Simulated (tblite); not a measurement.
Isomers of C4H7O2 (doublet state). Computed with GFN2-xTB (tblite): harmonic, unscaled wavenumbers at the GFN2-xTB geometry, gas phase. The method is semi-empirical: single wavenumbers can be off by several per cent or more. One conformer each. Open shells enter through the occupations alone, without spin polarisation, and single modes of such species can be off by tens of per cent.

Electronic energies: GFN2-xTB at the same geometries; isomer energies are rough at this level and their order can be wrong.

```csv
SMILES,"electronic energy, lowest = 0 (kJ/mol)"
COCC[C]=O,10.4
CO[CH]CC=O,0.0
[CH2]OCC(C)=O,9.5
```

Q: How do GFN2-xTB zero-point energies change the relative energies?

A: 
```csv
SMILES,ZPE (kJ/mol),of it from modes above 1550 cm⁻¹,electronic (kJ/mol),"with ZPE, lowest = 0 (kJ/mol)",lowest mode (cm⁻¹),rings
CO[CH]CC=O,264.2,134.7,0.0,0.0,58,0
[CH2]OCC(C)=O,261.0,137.0,9.5,6.2,48,0
COCC[C]=O,267.8,134.3,10.4,14.0,56,0
```

The zero-point energies span 6.8 kJ/mol, from `[CH2]OCC(C)=O` to `COCC[C]=O`. The order is unchanged.

Q: What do entropy and thermal enthalpy add at 298.15 K and 1 bar (rigid rotor, harmonic oscillator, one conformer each)?

A: 
| SMILES | point group | symmetry number | S (J/(mol K)) | H − H(0) (kJ/mol) | ZPE + H − H(0) − TS (kJ/mol) |
| --- | --- | --- | --- | --- | --- |
| CO[CH]CC=O | C1 | 1 | 358.5 | 22.03 | 179.4 |
| [CH2]OCC(C)=O | C1 | 1 | 371.6 | 23.25 | 173.4 |
| COCC[C]=O | Cs | 1 | 364.2 | 22.22 | 181.4 |

S holds R ln(2S + 1) for the spin.
